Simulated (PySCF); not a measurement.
Molecule: Ethylamine, C2H7N.

Bonds (- single, = double, # triple, : aromatic): C1-C2 1.517 Å, C2-N3 1.451 Å. C1 carries H4, H5, H6; C2 carries H7, H8; N3 carries H9, H10.

Geometry PBE0-D3(BJ)/def2-SVP throughout; GIAO in PySCF 2.14, gas phase, one conformer, non-relativistic; equivalent atoms averaged; functional PBE0.

For orientation, IGLO-III gives these absolute shieldings σ: C2 142.8, C1 164.3, N3 221.1, H7/H8 28.56, H4/H5/H6 30.34, H9/H10 31.09 ppm.

A run gave: C2 194.4, C1 214.7, N3 283.4, H7/H8 31.19, H4/H5/H6 31.72, H9/H10 33.09 ppm (absolute shieldings σ).

**Question.** Which basis set was used in that run?
A. 6-31G
B. STO-3G
C. 6-311+G(2d,p)
D. def2-TZVP

**Answer.** B. C1 tells them apart best: STO-3G gives 214.7, 6-31G gives 180.4, def2-TZVP gives 167.5, 6-311+G(2d,p) gives 168.0 ppm.
